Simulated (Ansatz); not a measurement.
```yaml
crystal:
  periodic: [false, false, false]
  atoms:
    - {symbol: B, position_ang: [-1.697191, 0.266684, -0.157652]}
    - {symbol: Ga, position_ang: [0.269981, -0.042556, 0.020660]}
    - {symbol: H, position_ang: [-2.797522, 0.452243, 0.161480]}
    - {symbol: H, position_ang: [1.365929, 1.085274, 0.012005]}
    - {symbol: H, position_ang: [0.959806, -1.454200, 0.088316]}
basis:
  gaussian: {orbitals: def2-TZVP}
magnetization: {spin_polarized: true, initial_magnetization: 1}
hamiltonian: {xc: pbe0}
relax: {f_tol: 0.004, max_steps: 80}
```

```sh
$ ansatz run in.yaml --threads 1 --pin off --events-out ev --progress --plain --max-ram 2176MiB
```

Steps of the relaxation (energy above the last step; positions in Å, forces in eV/Å):

```
5
step 1, 82.8 meV
B    -1.697    0.267   -0.158    0.815   -0.130    0.005
Ga    0.270   -0.043    0.021    0.408   -0.066   -0.040
H    -2.798    0.452    0.161   -0.719    0.117    0.072
H     1.366    1.085    0.012   -0.230    0.173   -0.022
H     0.960   -1.454    0.088   -0.273   -0.094   -0.014
```

```
5
step 2, 23.8 meV
B    -1.639    0.258   -0.126    0.111   -0.013    0.145
Ga    0.326   -0.051    0.027    0.230   -0.039   -0.062
H    -2.774    0.448    0.140   -0.189    0.028   -0.079
H     1.311    1.181    0.001   -0.101   -0.142    0.003
H     0.878   -1.528    0.083   -0.051    0.167   -0.006
```

```
5
step 3, 12.5 meV
B    -1.632    0.258   -0.089   -0.071    0.016    0.152
Ga    0.338   -0.053    0.027    0.035   -0.007   -0.050
H    -2.791    0.450    0.115    0.069   -0.014   -0.101
H     1.309    1.179   -0.004   -0.028   -0.066    0.001
H     0.877   -1.526    0.077   -0.006    0.072   -0.003
```

```
5
step 5, 0.0 meV
B    -1.629    0.261    0.026   -0.005    0.001    0.004
Ga    0.338   -0.053    0.023    0.016   -0.003   -0.001
H    -2.800    0.449    0.035   -0.016    0.003   -0.002
H     1.311    1.171   -0.020    0.003    0.001    0.000
H     0.881   -1.520    0.061    0.003   -0.002    0.000
```

```
5
step 7, 0.0 meV
B    -1.630    0.261    0.029    0.000    0.000    0.000
Ga    0.339   -0.053    0.023    0.000    0.000    0.000
H    -2.802    0.449    0.033    0.000    0.000    0.000
H     1.312    1.170   -0.020    0.000    0.000    0.000
H     0.882   -1.520    0.061    0.000    0.000    0.000
```

Close pairs at the end: B1–H3 1.187 Å, Ga2–H5 1.564 Å, Ga2–H4 1.564 Å, B1–Ga2 1.993 Å.

A stationary point of unrestricted PBE0 after 7 steps, with ⟨S²⟩ = 0.755 against 0.75 for a pure state; no frequencies were run, so it isn't proven a minimum. 15 s on 1 thread of Intel Xeon 6975P-C, shared host.
